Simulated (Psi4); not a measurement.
# HNO2 (nitrous acid) at TPSS/def2-TZVPD (sweep point 4)

What is the vertical electron affinity of HNO2 (nitrous acid) at TPSS/def2-TZVPD (sweep point 4)? 

The results are computed with Psi4 1.11.

8 further runs of the same task are left out: 4 that didn't finish, 4 set aside as unsound or not needed.

## (1) The molecule

The species is HNO2 (4 atoms), meant as a singlet with charge 0. SMILES: `O=NO`. Geometry: relaxed at GFN2-xTB.

Bond lengths: O1–N2 1.181 Å, N2–O3 1.392 Å, O3–H4 0.968 Å. Angles: O1–N2–O3 113.7°, N2–O3–H4 106.9°.

## (2) A single-point energy at TPSS/def2-TZVPD (sweep point 4)

Input file hno2.inp:

```
memory 1.6 GB

molecule m {
  O      0.80256669     0.08634159     2.78037294
  N      0.60340845    -0.77747112     0.73185313
  O     -0.67514245     0.78595599    -0.95499199
  H     -0.73081378    -0.09482646    -2.55723408
  units bohr
  symmetry c1
}

set {
  basis                def2-TZVPD
  reference            rks
  puream               true
  scf_type             pk
  dft_radial_points    50
  dft_spherical_points 194
}

e_tot, wfn = energy('tpss', return_wfn=True)
```

Launch:

```bash
$ psi4 -i hno2.inp -o hno2.out -n 1
```

hno2.out:

```text
[...]
  Running in c1 symmetry.
[...]
  Nuclear repulsion =   69.815417200840841
[...]
  Multiplicity = 1
[...]
  Nalpha       = 12
  Nbeta        = 12
[...]
    Number of basis functions: 126
[...]
   @RKS iter   1:  -205.68208573656270   -1.98867e-01   5.29754e-03 ADIIS/DIIS
[...]
   @RKS iter   9:  -205.82884095770112   -8.97953e-09   1.86219e-07 DIIS
[...]
    Orbital Energies [Eh]
    ---------------------
    Doubly Occupied:
       1A    -18.966484     2A    -18.964279     3A    -14.279021
       4A     -1.153966     5A     -1.007836     6A     -0.651588
       7A     -0.525505     8A     -0.467788     9A     -0.465377
      10A     -0.373858    11A     -0.324958    12A     -0.241878
[...]
  @RKS Final Energy:  -205.82884095770112
   => Energetics <=
    Nuclear Repulsion Energy =             69.8154172008408409
    One-Electron Energy =                -419.7627270637195238
    Two-Electron Energy =                 168.4881208028817809
    DFT Exchange-Correlation Energy =     -24.3696518977042267
    Empirical Dispersion Energy =           0.0000000000000000
    VV10 Nonlocal Energy =                  0.0000000000000000
    Total Energy =                       -205.8288409577011180
[...]
 Multipole Moments:
 ------------------------------------------------------------------------------------
     Multipole            Electronic (a.u.)      Nuclear  (a.u.)        Total (a.u.)
 ------------------------------------------------------------------------------------
 L = 1.  Multiply by 2.5417464519 to convert [e a0] to [Debye]
 Dipole X            :          0.3270406           -0.4668098           -0.1397692
 Dipole Y            :         -0.1584120           -0.0751991           -0.2336111
 Dipole Z            :          0.8207209           -1.6570138           -0.8362930
 Magnitude           :                                                    0.8794859
[...]
```

It took 6.3 s on 1 thread of Intel Xeon 6975P-C (Granite Rapids), shared host; peak memory 0.78 GiB.

## (3) The doublet anion at the same level

Input file hno2.dat:

```
memory 1600 MB

molecule system {
  -1 2
  O      0.80256669     0.08634159     2.78037294
  N      0.60340845    -0.77747112     0.73185313
  O     -0.67514245     0.78595599    -0.95499199
  H     -0.73081378    -0.09482646    -2.55723408
  units au
  symmetry c1
}

set basis def2-TZVPD
set reference uks
set puream true
set scf_type pk
set dft_radial_points 50
set dft_spherical_points 194
set maxiter 150

energy('tpss')
```

Launch:

```bash
$ psi4 -i hno2.dat -o hno2.out -n 1
```

hno2.out:

```text
[...]
  Running in c1 symmetry.
[...]
  Nuclear repulsion =   69.815417200840841
[...]
  Multiplicity = 2
[...]
  Nalpha       = 13
  Nbeta        = 12
[...]
    Number of basis functions: 126
[...]
   @UKS iter   1:  -205.47294221283843    1.02767e-02   7.10098e-03 ADIIS/DIIS
[...]
   @UKS iter 105:  -205.80991179820751   -1.83686e-07   1.55608e-07 DIIS
[...]
   @S^2 Observed:                7.536445288E-01
[...]
    Orbital Energies [Eh]
    ---------------------
    Alpha Occupied:
       1A    -18.702908     2A    -18.674092     3A    -13.965930
       4A     -0.877498     5A     -0.743955     6A     -0.390187
       7A     -0.264022     8A     -0.209333     9A     -0.204459
      10A     -0.115133    11A     -0.072472    12A      0.017136
      13A      0.124277
    Alpha Virtual:
      14A      0.126586    15A      0.177882    16A      0.182003
      17A      0.210428    18A      0.229183    19A      0.236255
      20A      0.247539    21A      0.300988    22A      0.319826
      23A      0.340113    24A      0.357429    25A      0.363527
[...]
  @UKS Final Energy:  -205.80991179820751
   => Energetics <=
    Nuclear Repulsion Energy =             69.8154172008408409
    One-Electron Energy =                -426.2319658491833252
    Two-Electron Energy =                 175.2525788942867564
    DFT Exchange-Correlation Energy =     -24.6459420441517914
    Empirical Dispersion Energy =           0.0000000000000000
    VV10 Nonlocal Energy =                  0.0000000000000000
    Total Energy =                       -205.8099117982075086
[...]
 Multipole Moments:
 ------------------------------------------------------------------------------------
     Multipole            Electronic (a.u.)      Nuclear  (a.u.)        Total (a.u.)
 ------------------------------------------------------------------------------------
 L = 1.  Multiply by 2.5417464519 to convert [e a0] to [Debye]
 Dipole X            :          0.8337095           -0.4668098            0.3668997
 Dipole Y            :         -0.1519843           -0.0751991           -0.2271834
 Dipole Z            :          2.1972906           -1.6570138            0.5402768
 Magnitude           :                                                    0.6914671
[...]
```

Run time: 58 s. Hardware: 1 thread of Intel Xeon 6975P-C (Granite Rapids), shared host; peak memory 0.79 GiB.

## (4) Outcome

Level: TPSS/def2-TZVPD (sweep point 4).

```
                                         quantity          value
                       singlet HNO2: total energy  -205.82884 Eh
                      singlet HNO2: dipole moment         2.24 D
                        singlet HNO2: HOMO energy       -6.58 eV
                        singlet HNO2: LUMO energy       -3.37 eV
                      singlet HNO2: HOMO–LUMO gap        3.22 eV
                      doublet anion: total energy  -205.80991 Eh
doublet anion: HOMO energy (highest over α and β)        3.38 eV
 doublet anion: LUMO energy (lowest over α and β)        3.44 eV
                              doublet anion: ⟨S²⟩          0.754
vertical electron affinity (to the doublet anion)      -0.515 eV
```

The anion lies 0.52 eV (49.7 kJ/mol) above the neutral: the electron isn't bound at this level, and such a value depends on the basis. The HOMO (doublet anion) lies at positive energy, 3.38 eV, as semi-local functionals often give for anions; only total energies tell whether the electron is bound.
